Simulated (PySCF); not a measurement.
PySCF input (M06-2X/6-311+G**):

```python
from pyscf import gto, dft

mol = gto.M(
    atom='''
    C    -0.00019564    0.15550613    0.00202606
    O     0.17957592    1.34436533    0.02150869
    O    -1.24075127   -0.39145260   -0.00806867
    H    -1.87281039    0.34435362    0.00369323
    C     1.06723178   -0.89990501   -0.01278463
    H     2.04521103   -0.42828240   -0.01861809
    H     0.96507153   -1.53966993    0.86487500
    H     0.94971371   -1.53330981   -0.89291883
    ''',
    basis='6-311+g**',
    charge=0,
    spin=0,
    verbose=4,
)

mf = dft.RKS(mol, xc='m062x')
mf.grids.level = 4
mf.conv_tol = 1e-9
mf.max_cycle = 100
mf.max_memory = 1500
mf.kernel()
if not mf.converged:
    mf = mf.newton()
    mf.kernel(mf.make_rdm1())
mf.dip_moment()
```

Task: What final total energy does it give?

Result: -229.06466 Eh.
